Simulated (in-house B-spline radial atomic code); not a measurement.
**RPA and G0W0 on BHandHLYP: neutral krypton**

Configuration [Ar] 3d10 4s2 4p6, mean-field start BHandHLYP. Computed with a B-spline radial code for spherical atoms: all electrons, non-relativistic, point nucleus, each spin shell either full or empty, empty states to l = 9 with an (l + 1/2)⁻⁴ tail; G0W0 by contour deformation at full frequency.

Command:
```bash
python run_gw.py task.json out
```
Settings (radii: box in bohr, nucleus in fm):
```
Z                        36
electrons                36
configuration            [Ar] 3d10 4s2 4p6
hamiltonian              nr
method                   bhandhlyp
lmax                     9
spin_polarised           False
box_radius               40
intervals                56
```

Cost of the run: 2.7 s on 1 thread of Arm Neoverse N1 (shared host).

Energies (hartree):

```
                                     term        value
                         mean-field total  -2753.81913
Hartree-Fock functional on these orbitals  -2752.04707
                      direct second order      -2.8309
                    second-order exchange      0.81501
                         SOSEX correction      0.75497
```

Question: What is the RPA correlation energy, and what remains with SOSEX?

Answer: RPA gives -2.4831 hartree (-1.88 eV per electron); RPA + SOSEX gives -1.7282, and the second-order doubles -2.0159 hartree (no singles). SOSEX takes back 30 % of the RPA value.

Quasi-particle levels (eV):

```
level  occupied  mean field  Σx - vxc  Σc  QP weight  G0W0
   4p       yes     -12.103     -2.06   ?          ?     ?
```

G0W0 = mean field + (Σx - vxc) + Σc, with Σc (partial-wave tail included) taken at the quasi-particle energy. Only the outer levels were computed. Levels of low weight are left out.

Question: Where does G0W0 put 4p?

Answer: At -14.406 eV, with Σc = -0.24 eV and a quasi-particle weight of 0.917. The tabulated removal energy is 14.000 eV (NIST, measured); the calculation leaves out relativity, Breit and QED terms, and what these don't explain is the method's own error.
